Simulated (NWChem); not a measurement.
# acetylene (C2H2); SMILES C#C

Program: NWChem. Coordinates come from a B3LYP/6-31G* (spherical d) optimisation. Vertical excitations in the gas phase; the lowest state need not have the same character in each row.

```json
[
 {"level": "PBE/aug-cc-pVDZ, full TDDFT", "lowest excitation, singlet (eV)": "6.76", "oscillator strength of that lowest state": "0.000", "lowest state with f > 0.02, singlet (eV)": "?", "oscillator strength of that bright state": "?", "lowest triplet (eV)": "?", "orbital gap (eV)": "6.76"},
 {"level": "B3LYP/aug-cc-pVDZ, full TDDFT", "lowest excitation, singlet (eV)": "6.61", "oscillator strength of that lowest state": "0.000", "lowest state with f > 0.02, singlet (eV)": "7.32", "oscillator strength of that bright state": "0.068", "lowest triplet (eV)": "4.99", "orbital gap (eV)": "8.19"},
 {"level": "CAM-B3LYP/aug-cc-pVDZ, full TDDFT", "lowest excitation, singlet (eV)": "6.52", "oscillator strength of that lowest state": "0.000", "lowest state with f > 0.02, singlet (eV)": "7.65", "oscillator strength of that bright state": "0.083", "lowest triplet (eV)": "4.87", "orbital gap (eV)": "10.33"},
 {"level": "LDA (Slater exchange, VWN5)/aug-cc-pVDZ, full TDDFT", "lowest excitation, singlet (eV)": "6.74", "oscillator strength of that lowest state": "0.000", "lowest state with f > 0.02, singlet (eV)": "7.28", "oscillator strength of that bright state": "0.067", "lowest triplet (eV)": "5.48", "orbital gap (eV)": "6.74"}
]
```

Task: What belongs in the gaps?

Result: 
- PBE/aug-cc-pVDZ, full TDDFT, lowest state with f > 0.02, singlet (eV): 7.07
- PBE/aug-cc-pVDZ, full TDDFT, oscillator strength of that bright state: 0.061
- PBE/aug-cc-pVDZ, full TDDFT, lowest triplet (eV): 5.13
